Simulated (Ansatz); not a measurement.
# CH3F + CO2: molecular dynamics, part 1 of 2

The plan is to follow the two partners and see whether they stay together, part or react. The start is relaxed first. Runs: 150 steps of 0.5 fs at constant energy, with velocities drawn for 200 K; 150 steps of 1 fs under a Langevin thermostat, set from 100 K to 200 K by a schedule. SMILES of the start: O=C=O.CF.

Program: Ansatz 0.2.0. Level of theory: RKS B3LYP/6-31G*. These are calculated values, not measurements.

### 1 The structure to begin with

Bond lengths: O1–C2 1.145 Å, C2–O3 1.143 Å, C4–F5 1.367 Å, C4–H6 1.090 Å, C4–H7 1.090 Å, C4–H8 1.090 Å. Angles: O1–C2–O3 179.2°, F5–C4–H6 108.0°, F5–C4–H7 107.9°, F5–C4–H8 107.9°, H6–C4–H7 111.1°, H6–C4–H8 110.9°, H7–C4–H8 111.0°.

As a file:

```xyz
8

O    -0.9307   -0.3284   -1.6581
C    -0.0445   -0.0110   -2.3101
O     0.8309    0.3035   -2.9743
C    -0.0253    0.0039    1.4362
F     1.0002    0.0541    0.5330
H     0.3088   -0.5817    2.2929
H    -0.8784   -0.4669    0.9479
H    -0.2610    1.0265    1.7324
```

### 2 Preparing the start

input.yaml

```yaml
crystal:
  periodic: [false, false, false]
  atoms:
    - { symbol: O, position_ang: [-0.9307, -0.3284, -1.6581] }
    - { symbol: C, position_ang: [-0.0445, -0.011, -2.3101] }
    - { symbol: O, position_ang: [0.8309, 0.3035, -2.9743] }
    - { symbol: C, position_ang: [-0.0253, 0.0039, 1.4362] }
    - { symbol: F, position_ang: [1.0002, 0.0541, 0.533] }
    - { symbol: H, position_ang: [0.3088, -0.5817, 2.2929] }
    - { symbol: H, position_ang: [-0.8784, -0.4669, 0.9479] }
    - { symbol: H, position_ang: [-0.261, 1.0265, 1.7324] }
basis:
  gaussian: { orbitals: "6-31G*" }
hamiltonian:
  xc: b3lyp
relax:
  f_tol: 0.02
  max_steps: 40
scf:
  lower_state_search: "off"
```

Command:

```bash
> ansatz run input.yaml --threads 1 --pin off --max-ram 2048MiB --backend cpu --events-out ev --progress --plain --runs-dir out
```

The program printed, cut to the lines that bear on the results:

```text
Warning: RAYON_NUM_THREADS=1 ignored (pool sized by the plan → 1); use --threads N
[...]
Functional definition: B3LYP
[...]
832 factors; integrals over basis functions are off by at most 3.5e-4 eV
[...]
mean field -8933.91622269 eV, -328.3153655578 hartree, gradient 1.5e-6 eV, S^2 0.000000; 0 other end points of the search recorded, 0 dependent functions left out
[...]
reference -8933.91638133 eV, -328.3153713879 hartree; 20, 20 occupied and 61, 61 virtual orbitals, 832 factors
relax step   1: F+E_penalty+E_count = -8933.91622269 eV  Δ(F+E_penalty+E_count) = +0.000e0 eV  max|allowed force component| = 2.348e0 eV/Å  Δτ_max = 0.0000 Å  (14 SCF iters, accepted)
[...]
relax step   4: F+E_penalty+E_count = -8934.03223942 eV  Δ(F+E_penalty+E_count) = -6.536e-3 eV  max|allowed force component| = 1.403e-1 eV/Å  Δτ_max = 0.0427 Å  (20 SCF iters, accepted)
[...]
relax step   7: F+E_penalty+E_count = -8934.04139929 eV  Δ(F+E_penalty+E_count) = -4.381e-4 eV  max|allowed force component| = 9.351e-3 eV/Å  Δτ_max = 0.0222 Å  (21 SCF iters, accepted)
[...]
relax step  10: F+E_penalty+E_count = -8934.04178433 eV  Δ(F+E_penalty+E_count) = -9.770e-5 eV  max|allowed force component| = 2.372e-2 eV/Å  Δτ_max = 0.0120 Å  (22 SCF iters, accepted)
[...]
relax step  11: F+E_penalty+E_count = -8934.04188340 eV  Δ(F+E_penalty+E_count) = -9.907e-5 eV  max|allowed force component| = 8.941e-3 eV/Å  Δτ_max = 0.0241 Å  (21 SCF iters, accepted)
[...]
relax step  12: F+E_penalty+E_count = -8934.04192024 eV  Δ(F+E_penalty+E_count) = -3.684e-5 eV  max|allowed force component| = 6.272e-3 eV/Å  Δτ_max = 0.0242 Å  (21 SCF iters, accepted)
Total energy: -8934.04208014 eV, -328.3199907340 hartree
Atom 0 at    -1.064549    -0.431249    -1.749632 Å, force     0.003389     0.000330     0.000378 eV/Å
Atom 1 at    -0.032357    -0.097758    -2.189663 Å, force    -0.001803    -0.000003    -0.003515 eV/Å
Atom 2 at     0.981221     0.227739    -2.669789 Å, force    -0.001671    -0.000534     0.003249 eV/Å
Atom 3 at    -0.017478     0.047784     1.368486 Å, force    -0.004660     0.000272     0.003903 eV/Å
Atom 4 at     0.866729     0.316248     0.328629 Å, force    -0.000346    -0.001048     0.003651 eV/Å
Atom 5 at     0.420677    -0.711508     2.025474 Å, force    -0.000208     0.006272    -0.004824 eV/Å
Atom 6 at    -0.959396    -0.319408     0.950771 Å, force     0.001659     0.000964     0.000424 eV/Å
Atom 7 at    -0.194846     0.968151     1.935624 Å, force     0.003640    -0.006254    -0.003266 eV/Å
Dipole moment:    -0.208784    -0.060246     0.329282 e Å
Checks for a lower state left out: stability, starts, cluster_reference, orbital_swaps, neighbouring_geometries, increment
```

Run time: 52 s. Hardware: 1 thread of AMD EPYC 7R43 (Zen 3), shared host; peak memory 0.16 GiB.

Step by step:

| step | energy from step 1 (eV) | largest force component (eV/Å) |
| --- | --- | --- |
| 1 | 0.0000 | 2.3482 |
| 2 | -0.1095 | 0.2825 |
| 3x | -0.0827 | 1.8043 |
| 4 | -0.1160 | 0.1403 |
| 5 | -0.1221 | 0.3407 |
| 6 | -0.1247 | 0.0586 |
| 7 | -0.1252 | 0.0094 |
| 8 | -0.1254 | 0.0170 |
| 9 | -0.1255 | 0.0328 |
| 10 | -0.1256 | 0.0237 |
| 11 | -0.1257 | 0.0089 |
| 12 | -0.1257 | 0.0063 |

Step 1 is the start. 1 step was tried and not accepted (marked x).

After: Bond lengths: O1–C2 1.171 Å, C2–O3 1.168 Å, C4–F5 1.391 Å, C4–H6 1.096 Å, C4–H7 1.094 Å, C4–H8 1.096 Å. Angles: O1–C2–O3 177.8°, F5–C4–H6 109.1°, F5–C4–H7 109.1°, F5–C4–H8 109.1°, H6–C4–H7 109.9°, H6–C4–H8 109.7°, H7–C4–H8 109.9°.

### 3 Run 1

150 steps of 0.5 fs at constant energy, with velocities drawn for 200 K, from the relaxed start. H is given a mass of 2.014 u.

input.yaml

```yaml
crystal:
  periodic: [false, false, false]
  atoms:
    - { symbol: O, position_ang: [-1.064549, -0.431249, -1.749632] }
    - { symbol: C, position_ang: [-0.032357, -0.097758, -2.189663] }
    - { symbol: O, position_ang: [0.981221, 0.227739, -2.669789] }
    - { symbol: C, position_ang: [-0.017478, 0.047784, 1.368486] }
    - { symbol: F, position_ang: [0.866729, 0.316248, 0.328629] }
    - { symbol: H, position_ang: [0.420677, -0.711508, 2.025474] }
    - { symbol: H, position_ang: [-0.959396, -0.319408, 0.950771] }
    - { symbol: H, position_ang: [-0.194846, 0.968151, 1.935624] }
basis:
  gaussian: { orbitals: "6-31G*" }
hamiltonian:
  xc: b3lyp
md:
  timestep: 0.5
  n_steps: 150
  ensemble: nve
  temperature: 200.0
  initial_velocities: maxwell_boltzmann
  seed: 89649
  masses: [{ species: H, mass: 2.014 }]
scf:
  lower_state_search: "off"
```

Command:

```bash
> ansatz run input.yaml --threads 1 --pin off --max-ram 2048MiB --backend cpu --events-out ev --progress --plain --runs-dir out
```

The program printed, cut to the lines that bear on the results:

```text
Warning: RAYON_NUM_THREADS=1 ignored (pool sized by the plan → 1); use --threads N
[...]
[... 1 set-up line as earlier in the session ...]
[...]
833 factors; integrals over basis functions are off by at most 3.5e-4 eV
[...]
mean field -8934.04191958 eV, -328.3199848335 hartree, gradient 2.2e-6 eV, S^2 0.000000; 0 other end points of the search recorded, 0 dependent functions left out
[...]
reference -8934.04207912 eV, -328.3199906964 hartree; 20, 20 occupied and 61, 61 virtual orbitals, 833 factors
md step     0: t =     0.00 fs  T =   200.0 K  F+E_penalty+E_count = -8934.04191958 eV  E_kin = 0.155112 eV  conserved = -8933.88680758 eV  (15 SCF iters)
[...]
md step    18: t =     9.00 fs  T =   101.0 K  F+E_penalty+E_count = -8933.96474377 eV  E_kin = 0.078365 eV  conserved = -8933.88637890 eV  (16 SCF iters)
[...]
md step    36: t =    18.00 fs  T =   115.2 K  F+E_penalty+E_count = -8933.97560292 eV  E_kin = 0.089355 eV  conserved = -8933.88624800 eV  (15 SCF iters)
[...]
md step    54: t =    27.00 fs  T =   139.7 K  F+E_penalty+E_count = -8933.99493357 eV  E_kin = 0.108331 eV  conserved = -8933.88660239 eV  (23 SCF iters)
[...]
md step    72: t =    36.00 fs  T =   131.1 K  F+E_penalty+E_count = -8933.98832145 eV  E_kin = 0.101695 eV  conserved = -8933.88662615 eV  (16 SCF iters)
md step    73: t =    36.50 fs  T =   119.5 K  F+E_penalty+E_count = -8933.97922386 eV  E_kin = 0.092685 eV  conserved = -8933.88653868 eV  (16 SCF iters)
md step    74: t =    37.00 fs  T =   106.6 K  F+E_penalty+E_count = -8933.96912611 eV  E_kin = 0.082686 eV  conserved = -8933.88643995 eV  (15 SCF iters)
```

### 4 The log goes on: dynamics from the start

Output, continued, cut to the lines that bear on the results:

```text
md step    75: t =    37.50 fs  T =    94.4 K  F+E_penalty+E_count = -8933.95958405 eV  E_kin = 0.073236 eV  conserved = -8933.88634838 eV  (15 SCF iters)
[...]
md step    94: t =    47.00 fs  T =   117.1 K  F+E_penalty+E_count = -8933.97730545 eV  E_kin = 0.090853 eV  conserved = -8933.88645276 eV  (16 SCF iters)
[...]
md step   113: t =    56.50 fs  T =   113.7 K  F+E_penalty+E_count = -8933.97472058 eV  E_kin = 0.088146 eV  conserved = -8933.88657508 eV  (15 SCF iters)
[...]
md step   132: t =    66.00 fs  T =    82.4 K  F+E_penalty+E_count = -8933.95031496 eV  E_kin = 0.063925 eV  conserved = -8933.88639036 eV  (15 SCF iters)
[...]
md step   149: t =    74.50 fs  T =    99.8 K  F+E_penalty+E_count = -8933.96383579 eV  E_kin = 0.077374 eV  conserved = -8933.88646211 eV  (16 SCF iters)
[...]
Total energy: -8933.96433249 eV, -328.3171335603 hartree
Atom 0 at    -1.115208    -0.438977    -2.003771 Å, force     0.378994     0.238612    -0.044652 eV/Å
Atom 1 at    -0.048915    -0.108046    -2.367090 Å, force    -0.320643    -0.337791     0.082903 eV/Å
Atom 2 at     1.008424     0.180524    -2.771929 Å, force    -0.035902     0.111805     0.074390 eV/Å
Atom 3 at     0.094403     0.055201     1.636510 Å, force     1.501576    -0.072776     0.807983 eV/Å
Atom 4 at     0.761720     0.364270     0.476278 Å, force     0.246853     0.170276    -0.816138 eV/Å
Atom 5 at     0.675676    -0.756435     2.141465 Å, force    -0.604598     0.436985    -0.111707 eV/Å
Atom 6 at    -0.895766    -0.261605     1.398920 Å, force    -0.961865    -0.321856    -0.070044 eV/Å
Atom 7 at     0.094955     0.955857     2.268634 Å, force    -0.204415    -0.225255     0.077265 eV/Å
Dipole moment:    -0.157118    -0.059091     0.345597 e Å
Checks for a lower state left out: stability, starts, cluster_reference, orbital_swaps, neighbouring_geometries, increment
```

It took 9.4 min on 1 thread of AMD EPYC 7R43 (Zen 3), shared host; peak memory 0.16 GiB.

### 5 The trajectory

One step in 6; energies are changes from step 0:

| time (fs) | T (K) | potential energy change (meV/atom) | total energy change (meV/atom) | closest contact of the partners (Å) |
| --- | --- | --- | --- | --- |
| 0.0 | 200 | 0.0 | 0.00 | 2.70 |
| 3.0 | 129 | 7.0 | 0.07 | 2.72 |
| 6.0 | 135 | 6.4 | 0.03 | 2.74 |
| 9.0 | 101 | 9.6 | 0.05 | 2.75 |
| 12.0 | 118 | 8.0 | 0.05 | 2.76 |
| 15.0 | 163 | 3.6 | 0.01 | 2.77 |
| 18.0 | 115 | 8.3 | 0.07 | 2.78 |
| 21.0 | 149 | 5.0 | 0.01 | 2.79 |
| 24.0 | 96 | 10.2 | 0.07 | 2.80 |
| 27.0 | 140 | 5.9 | 0.03 | 2.82 |
| 30.0 | 134 | 6.5 | 0.04 | 2.84 |
| 33.0 | 125 | 7.3 | 0.05 | 2.86 |
| 36.0 | 131 | 6.7 | 0.02 | 2.88 |
| 39.0 | 78 | 11.9 | 0.07 | 2.90 |
| 42.0 | 116 | 8.1 | 0.02 | 2.91 |
| 45.0 | 99 | 9.9 | 0.06 | 2.92 |
| 48.0 | 134 | 6.4 | 0.03 | 2.92 |
| 51.0 | 120 | 7.8 | 0.04 | 2.92 |
| 54.0 | 101 | 9.6 | 0.05 | 2.93 |
| 57.0 | 111 | 8.6 | 0.03 | 2.93 |
| 60.0 | 88 | 10.9 | 0.06 | 2.93 |
| 63.0 | 107 | 9.0 | 0.03 | 2.94 |
| 66.0 | 82 | 11.5 | 0.05 | 2.96 |
| 69.0 | 90 | 10.7 | 0.04 | 2.97 |
| 72.0 | 100 | 9.7 | 0.04 | 2.98 |
| 75.0 | 100 | 9.7 | 0.04 | 2.99 |

time (fs), T (K) and a bar:
```
      0.0        200 ##############################
      3.5        120 ##########
      6.5        138 ###############
     10.0         87 ##
     13.0        149 #################
     16.5        130 #############
     19.5        136 ##############
     23.0        113 #########
     26.0        116 #########
     29.5        143 ################
     32.5        118 ##########
     36.0        131 #############
     39.0         78 
     42.5        118 ##########
     45.5         99 #####
     49.0        142 ################
     52.0        105 #######
     55.5        112 ########
     58.5         97 #####
     62.0        102 ######
     65.0         92 ####
     68.5         86 ##
     71.5        100 #####
     75.0        100 #####
```

### 6 Positions and forces

Positions (Å) and forces (eV/Å):

```xyz
8
time_fs=9.5 T=92 dE=0.0843
O    -1.070   -0.444   -1.791   -0.794    0.016    0.398
C    -0.051   -0.072   -2.206    2.238    0.081   -1.079
O     0.993    0.212   -2.691   -1.428   -0.095    0.714
C    -0.001    0.053    1.395   -0.909   -0.167    0.186
F     0.850    0.322    0.363    0.447    0.164   -0.962
H     0.468   -0.683    2.027    0.150   -0.632    0.421
H    -0.979   -0.346    1.012    0.722    0.504    0.316
H    -0.109    0.962    1.990   -0.427    0.130    0.006
8
time_fs=19.0 T=127 dE=0.0568
O    -1.076   -0.442   -1.829    0.271    0.347   -0.044
C    -0.038   -0.078   -2.242   -1.554   -0.953    0.650
O     0.983    0.205   -2.700    1.294    0.610   -0.536
C     0.010    0.047    1.461    1.116    0.088    0.103
F     0.848    0.332    0.364   -0.350   -0.107    0.457
H     0.489   -0.749    2.080   -0.312    0.592   -0.309
H    -0.939   -0.283    1.095   -0.721   -0.431   -0.379
H    -0.156    0.970    2.035    0.256   -0.145    0.057
8
time_fs=28.0 T=154 dE=0.0360
O    -1.093   -0.432   -1.857    0.755    0.152   -0.271
C    -0.037   -0.115   -2.272   -0.629   -0.031    0.291
O     0.993    0.215   -2.716   -0.115   -0.112    0.058
C     0.036    0.050    1.503   -0.562    0.097   -0.790
F     0.835    0.339    0.379   -0.220   -0.122    0.711
H     0.479   -0.737    2.113    0.269   -0.031   -0.034
H    -0.945   -0.288    1.132    0.221   -0.024    0.086
H    -0.132    0.952    2.102    0.280    0.071   -0.051
8
time_fs=37.5 T=94 dE=0.0823
O    -1.093   -0.421   -1.892   -1.198   -0.629    0.479
C    -0.045   -0.146   -2.298    2.237    1.313   -0.801
O     0.994    0.218   -2.727   -1.018   -0.669    0.405
C     0.048    0.058    1.514   -0.825   -0.280    0.194
F     0.815    0.342    0.418    0.427    0.159   -0.731
H     0.537   -0.704    2.107    0.196   -0.489    0.184
H    -0.949   -0.323    1.179    0.545    0.442    0.340
H    -0.019    0.948    2.145   -0.364    0.154   -0.070
8
time_fs=47.0 T=117 dE=0.0646
O    -1.100   -0.427   -1.923    0.257   -0.108   -0.077
C    -0.038   -0.132   -2.323   -1.103    0.022    0.535
O     0.991    0.205   -2.738    0.867    0.101   -0.355
C     0.050    0.051    1.555    1.526    0.089    0.635
F     0.808    0.350    0.432   -0.094    0.016   -0.420
H     0.603   -0.748    2.107   -0.576    0.486   -0.102
H    -0.928   -0.275    1.278   -0.837   -0.374   -0.346
H    -0.019    0.968    2.156   -0.039   -0.232    0.130
8
time_fs=56.0 T=114 dE=0.0669
O    -1.111   -0.442   -1.951    1.166    0.512   -0.365
C    -0.045   -0.101   -2.335   -1.044   -0.612    0.393
O     1.005    0.191   -2.755   -0.104    0.110    0.077
C     0.080    0.050    1.603   -0.888    0.225   -0.889
F     0.799    0.359    0.430   -0.360   -0.192    0.693
H     0.566   -0.753    2.147    0.297   -0.117    0.113
H    -0.951   -0.269    1.331    0.575    0.010   -0.061
H    -0.039    0.945    2.220    0.358    0.064    0.040
8
time_fs=65.5 T=87 dE=0.0882
O    -1.099   -0.443   -1.985   -1.837   -0.303    0.745
C    -0.063   -0.090   -2.344    2.569    0.178   -0.994
O     1.004    0.177   -2.764   -0.707    0.135    0.354
C     0.093    0.059    1.620   -0.647   -0.235   -0.203
F     0.778    0.361    0.451    0.169    0.019    0.132
H     0.585   -0.734    2.179    0.330   -0.301   -0.109
H    -0.917   -0.296    1.331    0.296    0.318    0.303
H     0.053    0.928    2.285   -0.171    0.188   -0.227
8
time_fs=75.0 T=100 dE=0.0778
O    -1.115   -0.439   -2.004    0.379    0.239   -0.045
C    -0.049   -0.108   -2.367   -0.321   -0.338    0.083
O     1.008    0.180   -2.772   -0.036    0.112    0.074
C     0.094    0.055    1.637    1.502   -0.073    0.808
F     0.762    0.364    0.476    0.247    0.170   -0.816
H     0.676   -0.756    2.142   -0.605    0.437   -0.112
H    -0.896   -0.262    1.399   -0.962   -0.322   -0.070
H     0.095    0.956    2.269   -0.204   -0.225    0.077
```

Reading of run 1. The temperature starts at 200 K and averages 102 K in the second half, where it ranges from 78 to 142 K. About half is expected from a start at a minimum: kinetic energy passes into potential energy until both shares match. The total energy strays from its start by at most 0.08 meV/atom, 0.7 % of the mean kinetic energy, so a step of 0.5 fs is short enough over this time. No bond forms or breaks. The partners' closest contact goes from 2.70 to 2.99 Å; so short a run doesn't show whether they stay bound.

(Continued in part 2 of 2.)
